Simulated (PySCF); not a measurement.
N-vinylformamide, C3H5NO.
Z-matrix (Å and degrees, PBE0-D3(BJ)/def2-SVP geometry), rows numbered from 1:
```
C 
C   1  1.3362
N   2  1.3881  1  125.02
C   3  1.3689  2  123.14  1  -179.09
O   4  1.2053  3  124.94  2    -0.21
H   1  1.0939  2  122.21  3     0.06
H   1  1.0902  2  120.03  3  -179.91
H   2  1.0930  1  122.69  3   179.99
H   3  1.0132  2  118.86  1     0.34
H   4  1.1157  3  111.81  2   179.95
```

The computed photoelectron lines, unassigned: C 1s: 290.22 (area 1), 291.95 (area 1), 293.78 (area 1) eV; N 1s: 406.58 eV; O 1s: 537.31 eV.

The calculation used PySCF, delta-SCF UKS SCAN, pcX-2 on the ionised atom, pcseg-1 elsewhere, spin-free X2C. One conformer (not necessarily the lowest) at the PBE0-D3(BJ)/def2-SVP geometry, without solvent, vibrations or thermal averaging.

Task: Order the carbon atoms by C 1s binding energy.

Result: 290.22 eV: C1 (terminal =CH2 carbon); 291.95 eV: C2 (vinylic carbon bearing nitrogen); 293.78 eV: C4 (amide carbonyl carbon). The listed C 1s values span 3.56 eV, from C1 (bonded to C (double bond) and 2 H) to C4 (bonded to O (double bond), N and H). The widest gap between neighbouring values is 1.83 eV, between 291.95 and 293.78 eV.

Bonded neighbours of each site: C1: C (double bond) and 2 H; C2: N, C (double bond) and H; N3: 2 C and H; C4: O (double bond), N and H; O5: C (double bond).

Task: Which effective nuclear charge Zeff reproduces each element's mean 1s value in the hydrogen-like formula E = 13.606 eV × Zeff²?

Result: C (Z = 6): mean 292.0 eV, Zeff = 4.63, Z − Zeff = 1.37; N (Z = 7): mean 406.6 eV, Zeff = 5.47, Z − Zeff = 1.53; O (Z = 8): mean 537.3 eV, Zeff = 6.28, Z − Zeff = 1.72. Means run over the listed sites, weighted by atom count.

Spin contamination (⟨S²⟩ against 0.75 for a pure doublet) is marked for C 1s of C2 (0.85) and C 1s of C4 (0.94), which makes these values less certain.

Hardware: one thread of an Arm Neoverse V1, shared host. Cost: 27 s of wall time, 0.41 GiB resident at most.
